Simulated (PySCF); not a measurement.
2 SiH → Si₂H₂

Level: PBE0 in the def2-TZVP basis family, all electrons, no relativity, computed in PySCF with density fitting; open shells unrestricted.

```tsv
species	state and structure	E (Eh)	ZPE (kJ/mol)	H(298 K) − H(0) (kJ/mol)	S° (J/(mol K))
SiH	doublet, C∞v, Si–H 1.532 Å	-289.86414	12.1	8.7	192.7
Si₂H₂	singlet, C2v, Si–H 1.676 Å (×4); H–Si–H 72.2° (×2), Si–H–Si 82.1° (×2)	-579.86670	42.0	10.7	245.6
```

Task: What is the electronic reaction energy?

Result: At PBE0/def2-TZVP, ΔE = -363.4 kJ/mol from the differences of the total energies times 2625.5, downhill.

Task: Add zero-point, thermal and entropy terms for 298.15 K and 1 bar.

Result: ΔZPE = 17.8 and Δ[H(298) − H(0)] = -6.7 kJ/mol give ΔH° = -352.3 kJ/mol. ΔS° = -139.8 J/(mol K), so ΔG° = -352.3 − 298.15 × (-0.1398) = -311 kJ/mol. ΔG° would change sign near 2520 K if ΔH° and ΔS° stayed fixed.

The entropy of SiH lacks the orbital degeneracy of a ²Π state, up to R ln 2. Each species is the lowest minimum found with this bonding; other isomers or fragments can lie lower.
